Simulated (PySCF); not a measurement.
# SiNH3S (SMILES N[Si]S): a chain of runs

Aim: a structure relaxation (r2SCANh/DZVP2), then the energy (NEVPT2(2,2)/ccECP-aug-cc-pVDZ), then the vertical excitations (TD-TPSS/jul-cc-pV(T+d)Z) of SiNH3S. 

The calculation is run with PySCF 2.14.0.

1 further run of the same task is left out (for a faulty analytic Hessian).

### 1 Starting point

SiNH3S has 6 atoms, charge 0, and is taken as a singlet. As SMILES, `N[Si]S`. The shape comes from a force field and isn't a relaxed structure. This is one conformer, not always the lowest. The run starts from this shape.

Bond lengths: N1–Si2 1.641 Å, Si2–S3 2.112 Å, N1–H4 1.054 Å, N1–H5 1.028 Å, S3–H6 1.354 Å. Angles: N1–Si2–S3 101.7°, Si2–N1–H4 109.6°, Si2–N1–H5 113.9°, Si2–S3–H6 98.5°, H4–N1–H5 99.8°.

### 2 A geometry optimisation at r2SCANh/DZVP2 (run 1)

The input, start.xyz:

```xyz
6
H3NSSi
N     -1.133000     0.035400    -0.756700
Si    -0.295900    -0.974400     0.229000
S      1.362900     0.221300     0.757500
H     -1.315400     0.945700    -0.256700
H     -0.588800     0.381300    -1.557900
H      2.012400    -0.673200     1.538600
```

The input, job.py:

```python
from pyscf import gto, dft
from pyscf.geomopt.geometric_solver import kernel as optimise

molecule = gto.Mole()
molecule.atom = 'start.xyz'
molecule.max_memory = 1860
molecule.basis = 'dzvp2'
molecule.charge = 0
molecule.verbose = 4
molecule.build()

mf = dft.RKS(molecule)
mf.xc = 'r2scanh'
converged, mol_eq = optimise(mf, maxsteps=100)
print('converged:', converged)
print(mol_eq.tostring())

mf.reset(mol_eq)
molecule = mol_eq
mf.kernel()
e_final = mf.e_tot
print('E(%s) = %.9f' % ('R2SCANH', e_final))
```

Launch:

```
$ OMP_NUM_THREADS=1 python job.py
```

The program printed:

```text
PySCF version 2.14.0

[... 53 lines left out ...]
> Will converge when all 5 criteria are reached:
[... 92 lines left out ...]
Step    0 : Gradient = 5.300e-02/9.409e-02 (rms/max) Energy = -744.1239284231
[... 230 lines left out ...]
converged SCF energy = -744.138863618891
[... 253 lines left out ...]
converged SCF energy = -744.160314303196
[... 241 lines left out ...]
converged SCF energy = -744.163870564457
[... 235 lines left out ...]
converged SCF energy = -744.164025502924
[... 229 lines left out ...]
converged SCF energy = -744.164025468638
[... 76 lines left out ...]
converged SCF energy = -744.164025468615
E(R2SCANH) = -744.164025469
```

Wall time 6.1 min (1 thread of AMD EPYC (Zen 3), shared host); peak memory 0.68 GiB.

The path in brief:

```tsv
step	energy from the first frame kept (eV)	largest force (eV/Å)
0	0.0000	4.8386
1	-0.3438	1.0206
2	-0.3709	0.1580
3	-0.4064	0.5728
4	-0.5372	0.5428
5	-0.8067	0.8288
6	-0.9901	0.6590
7	-1.0416	0.6100
8	-1.0649	0.4525
9	-1.0869	0.1471
10	-1.0906	0.1213
11	-1.0911	0.0349
12	-1.0911	0.0130
13	-1.0911	0.0331
14	-1.0911	0.0265
15	-1.0911	0.0142
```

After the run. Bond lengths: N1–Si2 1.719 Å, Si2–S3 2.176 Å, N1–H4 1.011 Å, N1–H5 1.009 Å, S3–H6 1.341 Å. Angles: N1–Si2–S3 96.6°, Si2–N1–H4 128.2°, Si2–N1–H5 119.7°, Si2–S3–H6 94.8°, H4–N1–H5 112.1°.

### 3 The energy at NEVPT2(2,2)/ccECP-aug-cc-pVDZ (density fitting with cc-pvqz-jkfit, core potential) (run 3)

The input, geometry.xyz:

```xyz
6
H3NSSi
N     -0.909216     0.283139    -0.793856
Si     0.153291    -0.927685    -0.192555
S      1.218720     0.350447     1.209667
H     -0.963398     1.256440    -0.524802
H     -1.589875     0.045176    -1.500028
H      2.027727    -0.621770     1.655046
```

The input, calc.py:

```python
from pyscf import gto, scf, mcscf, mrpt

mol = gto.Mole()
mol.atom = 'geometry.xyz'
mol.basis = 'ccecp-aug-cc-pvdz'
mol.max_memory = 1860
mol.spin = 0
mol.ecp = 'ccecp'
mol.verbose = 4
mol.charge = 0
mol.build()

mf = scf.RHF(mol)
mf = mf.density_fit(auxbasis='cc-pvqz-jkfit')
mf.kernel()

cas = mcscf.CASSCF(mf, 2, 2)
cas.fix_spin_(ss=0.0)
cas.natorb = True
cas.kernel()
e_pt2 = mrpt.NEVPT(cas).kernel()
energy = cas.e_tot + e_pt2
print('Final energy', energy)
```

Launch:

```
$ OMP_NUM_THREADS=1 python calc.py
```

The program printed:

```text
PySCF version 2.14.0

[... 61 lines left out ...]
converged SCF energy = -25.2098021477199
[... 23 lines left out ...]
sorting_mo_energy = False
[... 31 lines left out ...]
1-step CASSCF converged in   8 macro (135 JK  28 micro) steps
[... 2 lines left out ...]
Natural orbital (expansion on meta-Lowdin AOs) in CAS space
[... 8 lines left out ...]
CASSCF energy = -25.2276156372697
[... 2 lines left out ...]
******** <class 'pyscf.mrpt.nevpt2.NEVPT'> ********
NEVPT2 (1e+1e, 2o), ncore = 8, nvir = 81
root = 0
Natural occ [1.93600362 0.06399638]
Natural orbital (expansion on meta-Lowdin AOs) in CAS space
               #1        #2
0 N 2s           0.07572   0.00072
0 N 3s           0.00155   0.00009
0 N 4s          -0.01831   0.00013
[... 87 lines of this table left out ...]
5 H 3pz          0.00228   0.01134
<CAS-nat-orb|mo-hf>  9      9        0.88331467
<CAS-nat-orb|mo-hf>  10     11       0.87866417
Using density fitting integrals for NEVPT2
Sr    (-1)',   E = -0.00000000010290
Si    (+1)',   E = -0.00000000001469
Sijrs (0)  ,   E = -0.34697585179545
Sijr  (+1) ,   E = -0.01112279517684
Srsi  (-1) ,   E = -0.02084883683933
Srs   (-2) ,   E = -0.00960786141258
Sij   (+2) ,   E = -0.00033959229388
Sir   (0)' ,   E = -0.00649520141350
Nevpt2 Energy = -0.395390139049164
Final energy -25.623005776318898
```

Wall time 2.3 min (1 thread of AMD EPYC (Zen 3), shared host); peak memory 0.23 GiB.

### 4 The vertical excitations at TD-TPSS/jul-cc-pV(T+d)Z (sfX2C, density fitting, spin of roots singlet) (run 4)

geometry.xyz is that of step 3.

The input, job.py:

```python
from pyscf import gto, dft, tdscf
from pyscf import df

mol = gto.M(
    atom='geometry.xyz',
    charge=0,
    verbose=4,
    basis='jul-cc-pv(t+d)z',
    max_memory=1860,
)

mf = dft.RKS(mol, xc='tpss')
mf = mf.x2c()
mf = mf.density_fit(auxbasis=df.aug_etb(mol, beta=2.0))
mf.kernel()

etot = mf.e_tot
print('Final energy', etot)

td = tdscf.TDDFT(mf)
td.nstates = 3
td.kernel()
td.analyze()
roots = td.e * 27.211386
osc = td.oscillator_strength()
print('state   eV      nm      f')
for i, (w, f) in enumerate(zip(roots, osc), 1):
    print('%3d %9.4f %8.1f %9.5f' % (i, w, 1239.842 / w, f))
```

Launch:

```
$ OMP_NUM_THREADS=1 python job.py
```

The program printed:

```text
PySCF version 2.14.0

[... 98 lines left out ...]
converged SCF energy = -745.916370876487
Final energy -745.9163708764873
[... 22 lines left out ...]
** Transition electric dipole moments (AU) **
state          X           Y           Z        Dip. S.      Osc.
  1         0.3694      0.1267     -0.3935      0.3074      0.0323
  2        -0.2701     -0.0710     -0.2781      0.1553      0.0179
  3        -0.5524      0.0860     -0.4873      0.5500      0.0708

** Transition velocity dipole moments (imaginary part, AU) **
state          X           Y           Z        Dip. S.      Osc.
  1         0.0559      0.0192     -0.0595      0.0070      0.0297
  2        -0.0459     -0.0118     -0.0472      0.0045      0.0173
  3        -0.1041      0.0157     -0.0920      0.0195      0.0675

** Transition magnetic dipole moments (imaginary part, AU) **
state          X           Y           Z
  1        -1.1469      0.6356     -0.8643
  2        -0.0879     -0.0229      0.0817
  3        -0.3901     -0.1318      0.4206
state   eV      nm      f
  1    4.2954    288.6   0.03235
  2    4.6925    264.2   0.01786
  3    5.2520    236.1   0.07077
```

It took 12 min on 1 thread of AMD EPYC (Zen 3), shared host; peak memory 1.1 GiB.

The roots found:

```tsv
excited state	energy (eV)	strength
1	4.295	0.0323
2	4.692	0.0179
3	5.252	0.0708
```

### 5 Summary of results

| quantity | value |
| --- | --- |
| run 1, r2SCANh/DZVP2: total energy at the end | -744.16403 Eh |
| run 1, r2SCANh/DZVP2: dipole moment | 1.64 D |
| run 1, r2SCANh/DZVP2: HOMO energy | -6.32 eV |
| run 1, r2SCANh/DZVP2: LUMO energy | -1.78 eV |
| run 1, r2SCANh/DZVP2: HOMO–LUMO gap | 4.54 eV |
| run 3, NEVPT2(2,2)/ccECP-aug-cc-pVDZ: total energy | -25.62301 Eh |
| run 3, NEVPT2(2,2)/ccECP-aug-cc-pVDZ: dipole moment (Hartree–Fock density) | 1.48 D |
| run 3, NEVPT2(2,2)/ccECP-aug-cc-pVDZ: HOMO energy (Hartree–Fock orbitals) | -9.09 eV |
| run 3, NEVPT2(2,2)/ccECP-aug-cc-pVDZ: LUMO energy (Hartree–Fock orbitals) | 1.36 eV |
| run 3, NEVPT2(2,2)/ccECP-aug-cc-pVDZ: HOMO–LUMO gap (Hartree–Fock orbitals) | 10.45 eV |
| run 4, TD-TPSS/jul-cc-pV(T+d)Z: ground-state or mean-field energy | -745.91637 Eh |
| run 4, TD-TPSS/jul-cc-pV(T+d)Z: dipole moment (TPSS Kohn–Sham density) | 1.51 D |
| run 4, TD-TPSS/jul-cc-pV(T+d)Z: HOMO energy (TPSS Kohn–Sham orbitals) | -5.84 eV |
| run 4, TD-TPSS/jul-cc-pV(T+d)Z: LUMO energy (TPSS Kohn–Sham orbitals) | -2.11 eV |
| run 4, TD-TPSS/jul-cc-pV(T+d)Z: HOMO–LUMO gap (TPSS Kohn–Sham orbitals) | 3.74 eV |
| run 4, TD-TPSS/jul-cc-pV(T+d)Z: lowest singlet excitation energy | 4.30 eV |

**Reading.** The optimisation (run 1, r2SCANh/DZVP2) took 15 steps and changed the energy by -1.091 eV. Mulliken charges (run 1, r2SCANh/DZVP2) run from -0.70 on N1 to +0.36 on Si2; they depend strongly on the basis. Mulliken charges (run 3, NEVPT2(2,2)/ccECP-aug-cc-pVDZ) of the mean-field density run from -0.52 on S3 to +1.09 on N1; in a basis this large or diffuse they mean little. The brightest of the 3 transitions from the ground state lies at 5.25 eV (236 nm, f = 0.071); the lowest, at 4.30 eV, has f = 0.032. Mulliken charges (run 4, TD-TPSS/jul-cc-pV(T+d)Z) of the mean-field density run from -0.39 on N1 to +0.29 on Si2; they depend strongly on the basis.
